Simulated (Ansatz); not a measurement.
Saddle point of AlH3O2, singlet (AlH₃O₂ ([OH][AlH][OH]) → AlHO₂ ([O][Al][OH]) + H₂; bonds formed: H2–H4; bonds broken: Al1–H2, O3–H4), PBE0-D4/def2-TZVP structure:

Al1  (0.214, 0.187, 0.217)
H2  (-0.039, -1.441, -0.701)
O3  (1.595, -0.455, 0.755)
H4  (0.697, -1.412, -0.240)
O5  (-1.119, 1.119, -0.156)
H6  (-1.348, 2.002, 0.125)
(Å)

Energies are electronic, without zero-point energy. Barriers and step energies count from the start structure reached by relaxing down the imaginary mode; all methods use the PBE0-D4 structures, on which another method's saddle can fall below an end. Program: Ansatz 0.2.0. Basis: def2-TZVPP, with def2-QZVPP for the basis limit. Cores are frozen in the correlated methods. B3LYP uses VWN-RPA correlation. Extrapolation: Hartree–Fock as exp(−7.88 √X), correlation as X^−2.97.

| method | barrier (kcal/mol) | step energy (kcal/mol) |
| --- | --- | --- |
| SPW92 | 59.66 | 60.38 |
| PBE-D4 | 60.50 | 56.89 |
| BLYP-D4 | 61.24 | 55.34 |
| r2SCAN-D4 | 64.79 | 61.25 |
| B97M-V | ? | 65.91 |
| PBE0-D4 | 68.20 | 64.42 |
| B3LYP-D4 | 67.50 | 61.92 |
| r2SCAN0-D4 | 70.49 | 66.62 |
| BHLYP-D4 | 75.81 | 69.80 |
| CAM-B3LYP-D4 | 70.52 | 65.58 |
| wB97X-V | 71.29 | 65.94 |
| wB97M-V | ? | 64.62 |
| B2PLYP | 66.80 | 60.91 |
| PBE-QIDH | ? | 65.68 |
| RPA on PBE | 68.13 | 60.96 |
| HF | 87.43 | 78.41 |
| MP2 | 66.23 | 59.87 |
| CCSD | 73.39 | 66.73 |
| CCSD(T) | 69.72 | 63.39 |

Question: Fill in the withheld barriers. (An estimate is asked for; the value comes from the calculation.)

Answer: The calculation gives: B97M-V 69.45; PBE-QIDH 70.41; wB97M-V 70.17 kcal/mol. Each is the energy of the saddle less that of the start structure, by the same method.

For comparison, the barrier by CCSD(T) at an estimated basis limit (MP2 extrapolated from triple and quadruple zeta, plus CCSD(T) − MP2 in triple zeta) is 69.14 kcal/mol.

T1 diagnostic: at most 0.022.

Labels in which every atom is bracketed show which atoms are joined, not bond orders.

For scale, one of the runs: CCSD(T)/def2-TZVPP, 146 basis functions (an equivalent command: `ansatz run in.yaml --threads 2`). Time: 18 s of wall clock on 2 CPU threads; the host was shared. Peak host memory: 0.87 GiB.
